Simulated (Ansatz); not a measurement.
Input file:

```yaml
crystal:
  periodic: [false, false, false]
  atoms:
    - {symbol: Ge, position_ang: [0.000000, 0.013551, 0.270262]}
    - {symbol: N, position_ang: [0.000000, -0.128473, -1.427255]}
    - {symbol: H, position_ang: [0.000000, 1.292635, 1.132552]}
    - {symbol: H, position_ang: [0.000000, -1.274515, 1.094008]}
    - {symbol: H, position_ang: [0.000000, 0.790573, -1.870085]}
basis:
  gaussian: {orbitals: cc-pVDZ}
correlation: {active_space: {window: {electrons: 4, orbitals: 6}}}
```

```sh
$ ansatz run in.yaml --threads 1 --pin off --events-out ev --progress --plain --max-ram 2393MiB
```

Q: Roughly how long does this take on 1 thread of Arm Neoverse V2, shared host, and how much host memory?

A: 3 s wall and 0.12 GiB.

```
593 factors; integrals over basis functions are off by at most 1.1e-3 eV
mean field evaluation 1: about -57995.9828 eV, gradient 3.9e1 eV
mean field evaluation 2: about -57995.9852 eV, gradient 3.9e1 eV
mean field evaluation 4: about -57999.7839 eV, gradient 2.6e0 eV
mean field evaluation 8: about -57999.8323 eV, gradient 1.4e-1 eV
mean field -57999.83263030 eV, -2131.4545354651 hartree, gradient 9.7e-7 eV, S^2 0.000000; 0 other end points of the search recorded, 0 dependent functions left out
reference -57999.83263030 eV, -2131.4545354651 hartree; 21, 21 occupied and 35, 35 virtual orbitals, 593 factors
state -58001.91859987 eV, -2131.5311934327 hartree
Total energy: -58001.91859987 eV, -2131.5311934327 hartree
```
